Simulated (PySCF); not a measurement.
# HS, SMILES `[SH]` (charge 0, multiplicity 2)

Calculation: ωB97X-D3(BJ)/def2-TZVP // B3LYP-D3(BJ)/def2-TZVP in PySCF 2.14.0.

```json
{
 "highest_occupied_spin_orbital": "-9.95 eV",
 "dipole_moment": "0.91 D",
 "total_energy": "-10850.89 eV",
 "cost": "very roughly 9 core-seconds"
}
```

Bonded distances (Å): S1–H2 1.347.
Charge 0, spin multiplicity 2.
